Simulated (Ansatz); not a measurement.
Two shapes of triplet N₂O.

Shape 1:

```xyz
3

N    -0.6035    0.2358   -0.9690
N    -0.0416    0.0014   -0.0662
O     0.5595   -0.2494    0.8996
```

Shape 2:

```xyz
3

N    -1.1522   -0.3095   -0.0538
N    -0.0659   -0.0177   -0.0031
O     1.0658    0.2863    0.0498
```

Basis set: def2-SVP (spherical functions). Correlated methods keep 3 orbitals frozen. Charge 0, multiplicity 3.

Computed with Ansatz (development build ahead of 0.2.0); each method stands on the lowest determinant of its kind that the runs found.

Task: Which shape is lower in energy, and by how much in each method?

Result:

```tsv
method	E(2) − E(1) (eV)
UHF	-0.527
UHF-MP2	-0.689
```

Shape 2 is lower. Caution: another spin multiplicity may lie lower. Caution for UHF-MP2: MP2 forces lie far from those of the mean fields.
